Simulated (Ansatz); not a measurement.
**Si2H5O+ (SMILES [SiH2+]O[SiH3]): single points off equilibrium**

An exercise on one series of results from a longer session: the logs are not shown, and one member is left open.

The runs use Ansatz 0.2.0, Gaussian basis; single points in def2-TZVPP.

Correlated methods freeze the cores.

### The starting structure

8 atoms, charge 1, spin multiplicity 1.

Atoms are counted from 1 here; the program's logs count them from 0.

Bond lengths: Si1–O2 1.607 Å, Si1–H4 1.408 Å, Si1–H5 1.505 Å, O2–Si3 1.690 Å, Si3–H6 1.445 Å, Si3–H7 1.456 Å, Si3–H8 1.532 Å. Angles: O2–Si1–H4 116.2°, O2–Si1–H5 119.2°, H4–Si1–H5 124.6°, Si1–O2–Si3 178.8°, O2–Si3–H6 98.9°, O2–Si3–H7 100.3°, O2–Si3–H8 102.1°, H6–Si3–H7 122.1°, H6–Si3–H8 114.5°, H7–Si3–H8 113.9°.

As a file:

```
Si   -0.90590    1.02000   -1.15450
O    -0.08260    0.09860   -0.12630
Si    0.76400   -0.85730    0.98080
H    -2.20170    0.57850   -1.48380
H    -0.26330    2.26620   -1.70100
H     1.39460   -1.76760    0.05250
H    -0.32530   -1.27330    1.85290
H     1.71600    0.15930    1.61910
```

Set-up of the first run:

Contents of run/in.yaml:

```yaml
crystal:
  periodic: [false, false, false]
  atoms:
    - {symbol: Si, position_ang: [-0.905900, 1.020000, -1.154500]}
    - {symbol: O, position_ang: [-0.082600, 0.098600, -0.126300]}
    - {symbol: Si, position_ang: [0.764000, -0.857300, 0.980800]}
    - {symbol: H, position_ang: [-2.201700, 0.578500, -1.483800]}
    - {symbol: H, position_ang: [-0.263300, 2.266200, -1.701000]}
    - {symbol: H, position_ang: [1.394600, -1.767600, 0.052500]}
    - {symbol: H, position_ang: [-0.325300, -1.273300, 1.852900]}
    - {symbol: H, position_ang: [1.716000, 0.159300, 1.619100]}
basis:
  gaussian: {orbitals: def2-TZVPP}
total_charge: 1
correlation: {method: ccsd_t}
output: {forces: true}
```

No record of the launch command was kept for these runs.

Among the steps run: CCSD(T)/def2-TZVPP; PBE0-D4/def2-TZVPP; wB97M-V/def2-TZVPP; r2SCAN-D4/def2-TZVPP; PBE-D4/def2-TZVPP; r2SCAN0-D4/def2-TZVPP; BHLYP-D4/def2-TZVPP.

One table of the session follows, with a row left open; its other results are not shown here.

| method | RMS force component (eV/Å) | angle to CCSD(T) forces (°) |
| --- | --- | --- |
| CCSD(T) | 1.178 | reference |
| PBE0-D4 | 1.201 | 4.2 |
| wB97M-V | 1.182 | 2.1 |
| r2SCAN-D4 | 1.152 | 3.5 |
| PBE-D4 | 1.081 | 8.7 |
| r2SCAN0-D4 | ? | ? |
| BHLYP-D4 | 1.287 | 6.9 |

**Question.** Estimate the row for r2SCAN0-D4.

As computed: RMS force component (eV/Å): 1.241; angle to CCSD(T) forces (°): 5.3. In the column «RMS force component (eV/Å)» it lies between PBE0-D4 (1.201) and BHLYP-D4 (1.287).
